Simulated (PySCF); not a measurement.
# Frontier orbitals and the lowest excitations

C₃H₇FOS.
Structure used (GFN2-xTB), in Å, numbered top down from 1:
```xyz
13
C3H7FOS angstrom
C     -1.449    0.424    0.224
C     -0.775   -0.681   -0.549
F     -0.509   -0.326   -1.848
S      0.869   -1.183    0.260
C      1.744    0.404   -0.075
O      0.557   -1.183    1.689
H     -1.298    0.230    1.285
H     -2.516    0.455    0.017
H     -1.015    1.386   -0.037
H     -1.373   -1.597   -0.581
H      1.676    0.617   -1.136
H      2.781    0.263    0.212
H      1.303    1.192    0.523
```

The calculation used TDDFT B3LYP/def2-SVPD, vertical, gas phase, core orbitals frozen in the response in PySCF.

Frontier orbitals with the atoms that hold most of them (Löwdin shares over 4%, at most four atoms; ? is withheld):

```
orbital  ε (eV)                            atoms
 HOMO-3  -10.36    O6 28%, S4 24%, C1 14%, C5 7%
 HOMO-2   -9.97   F3 27%, C2 20%, C1 15%, O6 12%
 HOMO-1   -7.78                                ?
   HOMO       ?     O6 49%, S4 30%, C2 7%, C5 7%
   LUMO   -0.07                                ?
 LUMO+1    0.09    S4 41%, C5 14%, H13 8%, O6 7%
 LUMO+2    0.40  S4 34%, H10 13%, C2 12%, C1 10%
```

Give the leading atoms of the LUMO.

S4 (bonded to 2 C and O) 48%; C2 (bonded to C, F, S and H) 14%; O6 (bonded to S) 10%; C5 (bonded to S and 3 H) 6%. By element: sulfur 48%, carbon 21% or more, oxygen 10%.

Which atoms hold the HOMO-1, and with what shares?

O6 (bonded to S) 57%; S4 (bonded to 2 C and O) 12%; C5 (bonded to S and 3 H) 11%; C2 (bonded to C, F, S and H) 9%. By element: oxygen 57%, carbon 20% or more, sulfur 12%.

What is the HOMO energy, and the HOMO–LUMO gap?

ε(HOMO) = -6.78 eV; the gap is 6.71 eV (0.2467 hartree).

The HOMO–LUMO gap is 6.71 eV. Where does the response calculation put the lowest singlet, and from which orbitals?

S1 is at 5.57 eV (f = 0.015), 1.15 eV below the gap, made of HOMO→LUMO (94%). 

Give energy, strength and leading configuration of S1, S2 and S4, and follow the Löwdin shares of the leading atoms from the occupied to the empty orbital.

- S1 (5.57 eV, f 0.015), HOMO→LUMO (94%): O6 49% → 10%, S4 30% → 48%, C2 7% → 14%
- S2 (5.88 eV, f 0.047), HOMO→LUMO+1 (89%): O6 49% → 7%, S4 30% → 41%, C5 7% → 14%
- S4 (6.43 eV, f 0.0021), HOMO-1→LUMO (89%): O6 57% → 10%, S4 12% → 48%, C2 9% → 14%

Löwdin shares depend on the basis, the more so with diffuse functions.

One conformer stands for the species.
